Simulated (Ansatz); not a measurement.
The input, for Ansatz 0.2.0:

```yaml
crystal:
  periodic: [false, false, false]
  atoms:
    - {symbol: As, position_ang: [0.000318, 0.000031, -0.057894]}
    - {symbol: H, position_ang: [2.217621, 0.024644, 1.446666]}
    - {symbol: H, position_ang: [-1.142633, 1.913893, 1.429230]}
    - {symbol: H, position_ang: [-1.098610, -1.940835, 1.427413]}
basis:
  gaussian: {orbitals: 6-31G}
magnetization: {spin_polarized: false}
correlation: {method: ccsdtq, electrons: outside_noble_gas}
```

```sh
$ ansatz run in.yaml --threads 1 --pin off --events-out ev --progress --plain --max-ram 2393MiB
```

Output:

```
565 factors; integrals over basis functions are off by at most 6.2e-8 eV
mean field evaluation 1: about -60821.8372 eV, gradient 9.8e0 eV
mean field evaluation 2: about -60821.8354 eV, gradient 9.8e0 eV
mean field evaluation 4: about -60822.3637 eV, gradient 9.3e-1 eV
mean field evaluation 8: about -60822.3683 eV, gradient 1.8e-4 eV
mean field evaluation 16: about -60822.3710 eV, gradient 5.3e-2 eV
mean field -60822.36826156 eV, -2235.1808067304 hartree, gradient 3.2e-6 eV, S^2 0.000000; 0 other end points of the search recorded, 0 dependent functions left out; unrestricted orbitals would lower it
mean field evaluation 32: about -60826.9563 eV, gradient 6.2e0 eV
mean field evaluation 64: about -60826.4098 eV, gradient 4.0e-2 eV
unrestricted determinant -60827.38432264 eV, -2235.3651435752 hartree, S^2 2.6130
14 core orbitals not correlated: weight in the atoms' cores, before any rotation towards them, 1.000 or more for the frozen orbitals, at most 0.000 for the correlated occupied ones
reference -60822.36826156 eV, -2235.1808067304 hartree; 4, 4 occupied and 17, 17 virtual orbitals, 565 factors
second order -3.78872277 eV of doubles, -0.00000000 eV of singles
cycle   1  -4.75502315 eV  change   -9.7e-1 eV  update   2.1e-1
cycle   2  -5.88974996 eV  change    -1.1e0 eV  update   1.3e-1
cycle   3  -6.46105412 eV  change   -5.7e-1 eV  update   8.0e-2
cycle   4  -6.34157607 eV  change    1.2e-1 eV  update   3.2e-2
cycle   5  -6.44474264 eV  change   -1.0e-1 eV  update   2.6e-2
cycle   6  -6.58942225 eV  change   -1.4e-1 eV  update   1.7e-2
cycle   7  -6.55311156 eV  change    3.6e-2 eV  update   1.0e-2
cycle   8  -6.51804021 eV  change    3.5e-2 eV  update   4.6e-3
cycle   9  -6.51762296 eV  change    4.2e-4 eV  update   1.4e-3
cycle  10  -6.51929224 eV  change   -1.7e-3 eV  update   6.0e-4
cycle  11  -6.51714186 eV  change    2.2e-3 eV  update   3.4e-4
cycle  12  -6.51540298 eV  change    1.7e-3 eV  update   1.8e-4
cycle  13  -6.51592456 eV  change   -5.2e-4 eV  update   9.1e-5
cycle  14  -6.51636725 eV  change   -4.4e-4 eV  update   5.9e-5
cycle  15  -6.51617811 eV  change    1.9e-4 eV  update   3.0e-5
cycle  16  -6.51619881 eV  change   -2.1e-5 eV  update   2.0e-5
cycle  17  -6.51619656 eV  change    2.3e-6 eV  update   1.2e-5
cycle  18  -6.51620767 eV  change   -1.1e-5 eV  update   4.2e-6
cycle  19  -6.51619569 eV  change    1.2e-5 eV  update   1.9e-6
cycle  20  -6.51620053 eV  change   -4.8e-6 eV  update   1.3e-6
cycle  21  -6.51620254 eV  change   -2.0e-6 eV  update   7.0e-7
cycle  22  -6.51620260 eV  change   -5.4e-8 eV  update   4.1e-7
cycle  23  -6.51620229 eV  change    3.1e-7 eV  update   2.9e-7
Total energy: -60828.88446385 eV, -2235.4202727475 hartree
```

For the same geometry and basis full CI lies 9.6 meV lower.

Ran on 1 thread of Arm Neoverse V1, shared host: 12 s wall, 0.16 GiB peak host memory.
